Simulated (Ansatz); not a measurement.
# CH2OS: functionals against CCSD(T) at one geometry

A test off equilibrium: a displaced guess of a reacting structure is computed at several levels, and each is set against CCSD(T).

The runs use Ansatz 0.2.0, Gaussian basis; single points in def2-TZVPP.

Cores are frozen in the correlated methods.

**1. The starting structure**

5 atoms, charge 0, spin multiplicity 1.

Atoms are counted from 1 here; the program's logs count them from 0.

Bond lengths: H1–O2 1.137 Å, O2–C3 1.274 Å, C3–H4 1.130 Å, C3–S5 1.658 Å. Angles: H1–O2–C3 90.1°, O2–C3–H4 128.6°, O2–C3–S5 107.7°, H4–C3–S5 123.6°.

As a file:

| atom | x (Å) | y (Å) | z (Å) |
| --- | --- | --- | --- |
| H1 | 0.66650 | -0.92380 | 0.50950 |
| O2 | 0.30160 | -0.85690 | -0.56510 |
| C3 | -0.21370 | 0.28260 | -0.32100 |
| H4 | -0.77250 | 0.96920 | -1.02350 |
| S5 | -0.00650 | 0.59260 | 1.29430 |

**2. CCSD(T)/def2-TZVPP**

Input file run/in.yaml:

```yaml
crystal:
  periodic: [false, false, false]
  atoms:
    - {symbol: H, position_ang: [0.666500, -0.923800, 0.509500]}
    - {symbol: O, position_ang: [0.301600, -0.856900, -0.565100]}
    - {symbol: C, position_ang: [-0.213700, 0.282600, -0.321000]}
    - {symbol: H, position_ang: [-0.772500, 0.969200, -1.023500]}
    - {symbol: S, position_ang: [-0.006500, 0.592600, 1.294300]}
basis:
  gaussian: {orbitals: def2-TZVPP}
correlation: {method: ccsd_t}
output: {forces: true}
```

The command line of these runs was not kept.

**3. PBE0-D4/def2-TZVPP**

Changes to run/in.yaml since step 2:

```diff
@@ -10,3 +10,3 @@
   gaussian: {orbitals: def2-TZVPP}
-correlation: {method: ccsd_t}
-output: {forces: true}
+hamiltonian: {xc: pbe0, dispersion: d4}
+output: {forces: true, orbitals: {seedname: orbitals}}
```

**4. wB97M-V/def2-TZVPP**

Changes to run/in.yaml since step 3:

```diff
@@ -10,3 +10,3 @@
   gaussian: {orbitals: def2-TZVPP}
-hamiltonian: {xc: pbe0, dispersion: d4}
-output: {forces: true, orbitals: {seedname: orbitals}}
+hamiltonian: {xc: {name: wB97M-V}}
+output: {forces: true}
```

**5. r2SCAN-D4/def2-TZVPP**

Changes to run/in.yaml since step 4:

```diff
@@ -10,3 +10,3 @@
   gaussian: {orbitals: def2-TZVPP}
-hamiltonian: {xc: {name: wB97M-V}}
+hamiltonian: {xc: r2scan, dispersion: d4}
 output: {forces: true}
```

**6. PBE-D4/def2-TZVPP**

Changes to run/in.yaml since step 5:

```diff
@@ -10,3 +10,3 @@
   gaussian: {orbitals: def2-TZVPP}
-hamiltonian: {xc: r2scan, dispersion: d4}
+hamiltonian: {xc: pbe, dispersion: d4}
 output: {forces: true}
```

**7. HSE06-D4/def2-TZVPP**

Changes to run/in.yaml since step 6:

```diff
@@ -10,3 +10,3 @@
   gaussian: {orbitals: def2-TZVPP}
-hamiltonian: {xc: pbe, dispersion: d4}
+hamiltonian: {xc: hse06, dispersion: d4}
 output: {forces: true}
```

**8. wB97X-V/def2-TZVPP**

Changes to run/in.yaml since step 7:

```diff
@@ -10,3 +10,3 @@
   gaussian: {orbitals: def2-TZVPP}
-hamiltonian: {xc: hse06, dispersion: d4}
+hamiltonian: {xc: {name: wB97X-V}}
 output: {forces: true}
```

(Steps that only read results are left out.)

What does the calculation give? Wanted: energy less free atoms, CCSD(T)/def2-TZVPP; RMS force component; RMS force error; HOMO and LUMO, PBE0-D4; T1 diagnostic.

As calculated:

| quantity | value |
| --- | --- |
| energy less free atoms, CCSD(T)/def2-TZVPP | -1678.2 kJ/mol |
| RMS force component | 1.104 to 1.312 eV/Å over the methods |
| RMS force error | PBE0-D4 0.316, wB97M-V 0.253, r2SCAN-D4 0.232, PBE-D4 0.285, HSE06-D4 0.311, wB97X-V 0.247 eV/Å |
| HOMO and LUMO, PBE0-D4 | -7.27 and -1.88 eV |
| T1 diagnostic | 0.021 |

**Reading.** Against CCSD(T) the functionals' energies less atoms differ by -167.3 to -64.4 kJ/mol, PBE-D4 by -167.3 kJ/mol. A larger basis would deepen the CCSD(T) value, while the functionals are nearly converged already, so the order here is not reliable. The forces of r2SCAN-D4 come nearest to CCSD(T), those of PBE0-D4 are farthest. Frozen-core CCSD(T) forces in triple zeta carry basis errors of their own, and this is one geometry, so small gaps rank nothing.
